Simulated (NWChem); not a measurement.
# methyl formate (C2H4O2); SMILES COC=O

```xyz
8

C     -0.5128    -1.3151     0.0000
O      0.6744    -0.5366    -0.0001
C      0.5044     0.7822     0.0000
O     -0.5508     1.3474     0.0000
H     -1.1182    -1.1059    -0.8944
H     -0.1945    -2.3638     0.0051
H     -1.1230    -1.0986     0.8895
H      1.4975     1.2786     0.0002
```
Atoms are numbered in this order, from 1.

Program: NWChem. The geometry was optimised at PBE0/def2-SVP. B3LYP is NWChem's, with the RPA form of VWN correlation.

Question: What does the run give for B3LYP/def2-SVP? Quantities: highest occupied level (eV); orbital gap (eV); dipole (D).

Answer: The highest occupied level (eV) comes out as -7.86 and the orbital gap (eV) comes out as 7.91. The dipole (D) is 1.81.
